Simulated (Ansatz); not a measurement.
Task: a rigid scan of one bond length of CH6N2S, SMILES NC(N)S, with Ansatz 0.2.0, Python API. Give the script and its output. Settings (for the species named): MP2, def2-SVP basis, multiplicity 1.

```xyz
10

N    -1.0118    0.3665   -0.0249
C     0.1263   -0.3526   -0.2432
N     0.2427   -1.0555    0.9708
S     1.5855    0.7602   -0.5100
H    -1.2668    0.8987   -0.9188
H    -0.8325    1.1603    0.6299
H     0.0486   -1.0407   -1.0772
H     0.5564   -0.3664    1.6968
H    -0.6501   -1.3777    1.2656
H     1.2847    0.9561   -1.7861
```

Script `run_scan.py`:
```python
"""Potential curve of CH6N2S along one bond."""

import ansatz
from ase import Atoms
import matplotlib.pyplot as plt
import numpy as np

BASIS_SET = "def2-SVP"
METHOD = "mp2"

atoms = Atoms(["N", "C", "N", "S", "H", "H", "H", "H", "H", "H"], positions=[
    (-1.0118, 0.3665, -0.0249),
    (0.1263, -0.3526, -0.2432),
    (0.2427, -1.0555, 0.9708),
    (1.5855, 0.7602, -0.51),
    (-1.2668, 0.8987, -0.9188),
    (-0.8325, 1.1603, 0.6299),
    (0.0486, -1.0407, -1.0772),
    (0.5564, -0.3664, 1.6968),
    (-0.6501, -1.3777, 1.2656),
    (1.2847, 0.9561, -1.7861),
])
molecule = ansatz.Crystal.molecule_from_ase(atoms)

symbols = [site.symbol for site in molecule.cartesian_sites]
start = np.array([site.position_ang for site in molecule.cartesian_sites])
axis = (start[8] - start[2]) / np.linalg.norm(start[8] - start[2])
moving = [8]
lengths, energies = [0.875, 0.914, 0.954, 0.994, 1.034, 1.073, 1.113, 1.173], []
for length in lengths:
    xyz = start.copy()
    xyz[moving] += (length - np.linalg.norm(start[8] - start[2])) * axis
    point = ansatz.Crystal.molecule()
    for symbol, place in zip(symbols, xyz):
        point = point.atom(symbol, place.tolist())
    base = (
        point.calculation()
        .basis(gaussian=BASIS_SET)  # the orbital basis, by name
        .correlation(METHOD, electrons="valence")  # correlation on top of the mean field
        .scf(lower_state_search="light")
    )
    report = base.run(threads=1, pin="off").report
    energies.append(report["free_energy_ev"])
    print(f"r = {length:6.3f} A  E = {energies[-1]:.5f} eV  <S^2> = {abs(report['mean_field']['state']['spin_squared']):.3f}")

# quartic fit about the minimum
fit = np.polynomial.Polynomial.fit(lengths, np.array(energies) - min(energies), 4).convert()
roots = [r.real for r in fit.deriv().roots() if abs(r.imag) < 1e-9 and fit.deriv(2)(r.real) > 0]
r_e = min(roots, key=lambda r: abs(r - lengths[int(np.argmin(energies))]))
print(f"minimum of the fit at {r_e:.4f} A, force constant {fit.deriv(2)(r_e):.2f} eV/A^2")
plt.figure(figsize=(4.5, 3))
plt.plot(lengths, np.array(energies) - min(energies), "o-")
plt.xlabel("bond length (A)")
plt.ylabel("E - E(min) (eV)")
plt.tight_layout()
plt.savefig("scan.png", dpi=100)
```

```console
$ python run_scan.py
r =  0.875 A  E = -14914.77309 eV  <S^2> = 0.000
r =  0.914 A  E = -14915.09844 eV  <S^2> = 0.000
r =  0.954 A  E = -14915.29478 eV  <S^2> = 0.000
r =  0.994 A  E = -14915.38211 eV  <S^2> = 0.000
r =  1.034 A  E = -14915.38450 eV  <S^2> = 0.000
r =  1.073 A  E = -14915.32333 eV  <S^2> = 0.000
r =  1.113 A  E = -14915.21041 eV  <S^2> = 0.000
r =  1.173 A  E = -14914.97161 eV  <S^2> = 0.000
minimum of the fit at 1.0146 A, force constant 46.39 eV/A^2
```

Reading the output:
- The settings weren't tested for convergence.
- The rest of the molecule is held rigid at a force-field or estimated start geometry, and the basis set is modest; single-reference methods fail as a bond breaks.
- The orbitals are restricted, so S² is zero by construction.
- S² is that of the Hartree-Fock reference.
- It ran for 8.7 s on 1 thread of Intel(R) Xeon(R) Processor @ 2.30GHz (shared host), peak memory 0.3 GiB.
